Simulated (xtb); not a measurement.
xtb input (GFN2-xTB):

```bash
xtb mol.xyz --gfn 2 --ohess tight --chrg -1 --uhf 0
```
mol.xyz:
```
6

C      0.09457035     0.34555090     0.12020904
N      0.05160876    -1.09042934     0.13982665
H     -0.94053000     0.83304391     0.14116021
H     -0.47431331    -1.47125276    -0.64794579
H      0.58219226     0.74021547     0.98024703
H      0.59112325     0.67483998    -0.70872849
```

End of the output:

```
optimized geometry written to: xtbopt.xyz

           -------------------------------------------------
          | TOTAL ENERGY               -7.186181609574 Eh   |
          | TOTAL ENTHALPY             -7.139039217638 Eh   |
          | TOTAL FREE ENERGY          -7.165718453557 Eh   |
          | GRADIENT NORM               0.000059513083 Eh/α |
          | HOMO-LUMO GAP               8.346483751912 eV   |
           -------------------------------------------------

------------------------------------------------------------------------
------------------------------------------------------------------------
 total:
 SCF:
 ANC optimizer:
 analytical hessian:
```

It need not be the lowest isomer of its formula. Whether it binds its extra electron was not tested at this geometry.
